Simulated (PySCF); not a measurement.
Partial charges of thiocyanic acid

Thiocyanic acid, CHNS.
SMILES with atom numbers: `[N:1]#[C:2][SH:3]` (hydrogens: H4 on S3)

Density: PBE0/pcSseg-1 (PySCF); schemes: Mulliken, IAO, Hirshfeld and ESP-fitted. Isolated species at its GFN2-xTB geometry, gas phase.

**Question.** For which atoms does the sign change between the 4 schemes (beyond +0.03 e in one, beyond −0.03 e in another)?

**Answer.** C2 and S3. Atomic charges aren't observables, and each scheme defines them in its own way.

**Question.** Do the Mulliken, IAO, Hirshfeld and ESP-fitted schemes agree on where the charge is lowest?

**Answer.** All schemes agree: Mulliken N1 (-0.233); IAO N1 (-0.226); Hirshfeld N1 (-0.211); ESP-fitted N1 (-0.387).

**Question.** Do the Mulliken, IAO, Hirshfeld and ESP-fitted schemes agree on where the charge is highest?

**Answer.** The schemes don't all agree: Mulliken H4 (+0.184); IAO H4 (+0.134); Hirshfeld H4 (+0.089); ESP-fitted C2 (+0.265).

**Question.** What partial charge does each atom carry?

**Answer.** In e:

```json
{"atom": "N1", "environment": "cyano nitrogen", "Mulliken": "-0.233", "IAO": "-0.226", "Hirshfeld": "-0.211", "ESP-fitted": "-0.387"}
{"atom": "C2", "environment": "cyano carbon", "Mulliken": "-0.029", "IAO": "-0.038", "Hirshfeld": "+0.033", "ESP-fitted": "+0.265"}
{"atom": "S3", "environment": "sulfur bonded to C and H", "Mulliken": "+0.078", "IAO": "+0.131", "Hirshfeld": "+0.088", "ESP-fitted": "-0.080"}
{"atom": "H4", "environment": "S–H hydrogen", "Mulliken": "+0.184", "IAO": "+0.134", "Hirshfeld": "+0.089", "ESP-fitted": "+0.202"}
```

Mean size of the charges over all atoms: ESP-fitted 0.233 e, IAO 0.132 e, Mulliken 0.131 e, Hirshfeld 0.105 e. Each set sums to the total charge, 0, to within 0.001 e. The ESP scheme is a least-squares fit of atom-centred charges to the potential on four shells outside the van der Waals surface, with the total charge fixed.

**Question.** How many electrons does the Hirshfeld scheme count on C2?

**Answer.** Z − q = 6 − (+0.033) = 5.967.
